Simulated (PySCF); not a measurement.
Compound: dichlorofluoromethane, CHCl2F.
SMILES with atom numbers: `[F:1][CH:2]([Cl:3])[Cl:4]` (hydrogens: H5 on C2)

Level of theory: TDDFT CAM-B3LYP/def2-SVPD, vertical, gas phase, core orbitals frozen in the response (PySCF 2.14.0, density-fitted response routines). Geometry: GFN2-xTB; no solvent, vibrations or thermal averaging.

Broadening: Gaussians 0.25 eV wide at half height, area fixed by f = 4.319×10⁻⁹ ∫ε dν̃. The width is an assumption, not a result. The curve ends short of the highest state used, and states not computed would add to its high-energy end.

```json
{"λ (nm)": "148.9", "ε (L mol⁻¹ cm⁻¹)": "11"}
{"λ (nm)": "150.4", "ε (L mol⁻¹ cm⁻¹)": "2"}
{"λ (nm)": "151.9", "ε (L mol⁻¹ cm⁻¹)": "1"}
{"λ (nm)": "153.5", "ε (L mol⁻¹ cm⁻¹)": "5"}
{"λ (nm)": "155.0", "ε (L mol⁻¹ cm⁻¹)": "22"}
{"λ (nm)": "156.6", "ε (L mol⁻¹ cm⁻¹)": "53"}
{"λ (nm)": "158.1", "ε (L mol⁻¹ cm⁻¹)": "71"}
{"λ (nm)": "159.6", "ε (L mol⁻¹ cm⁻¹)": "60"}
{"λ (nm)": "161.2", "ε (L mol⁻¹ cm⁻¹)": "45"}
{"λ (nm)": "162.7", "ε (L mol⁻¹ cm⁻¹)": "80"}
{"λ (nm)": "164.2", "ε (L mol⁻¹ cm⁻¹)": "192"}
{"λ (nm)": "165.8", "ε (L mol⁻¹ cm⁻¹)": "338"}
{"λ (nm)": "167.3", "ε (L mol⁻¹ cm⁻¹)": "398"}
{"λ (nm)": "168.8", "ε (L mol⁻¹ cm⁻¹)": "405"}
{"λ (nm)": "170.4", "ε (L mol⁻¹ cm⁻¹)": "572"}
{"λ (nm)": "171.9", "ε (L mol⁻¹ cm⁻¹)": "997"}
{"λ (nm)": "173.5", "ε (L mol⁻¹ cm⁻¹)": "1473"}
{"λ (nm)": "175.0", "ε (L mol⁻¹ cm⁻¹)": "1542"}
{"λ (nm)": "176.5", "ε (L mol⁻¹ cm⁻¹)": "1173"}
{"λ (nm)": "178.1", "ε (L mol⁻¹ cm⁻¹)": "624"}
{"λ (nm)": "179.6", "ε (L mol⁻¹ cm⁻¹)": "255"}
{"λ (nm)": "181.1", "ε (L mol⁻¹ cm⁻¹)": "79"}
{"λ (nm)": "182.7", "ε (L mol⁻¹ cm⁻¹)": "17"}
{"λ (nm)": "184.2", "ε (L mol⁻¹ cm⁻¹)": "3"}
```

Question: Where are the band maxima, and which computed states make them?

Answer: 174 nm (7.11 eV), ε about 1600, made up of S1 (100%); 168 nm (7.40 eV), ε about 400, made up of S2 (83%) (hardly more than a shoulder); 158 nm (7.83 eV), ε about 71, made up of S4 (100%) (ε in L mol⁻¹ cm⁻¹; maxima over ε = 5, shares over 10%). At its high-energy end, 8.33 eV, the curve is still rising (ε about 12, from S5). The states used: S1 7.11 eV (f 0.015); S2 7.43 eV (f 0.0032); S3 7.43 eV (f 0.0003); S4 7.84 eV (f 0.0007); S5 8.55 eV (f 0.0010); S6 8.77 eV (f 0.0008); S7 8.90 eV (f 0.020); S8 8.93 eV (f 0.063).

Question: Coming from long wavelengths, where does ε first pass 100 L mol⁻¹ cm⁻¹?

Answer: At about 181 nm (6.86 eV), 0.25 eV below S1.

Question: What would ε be at 7.11 eV, the highest of these maxima, with half the width (0.125 eV)?

Answer: About 3130 L mol⁻¹ cm⁻¹ against 1570, a factor of about 1.99; a lone state at its own centre would give exactly 2.
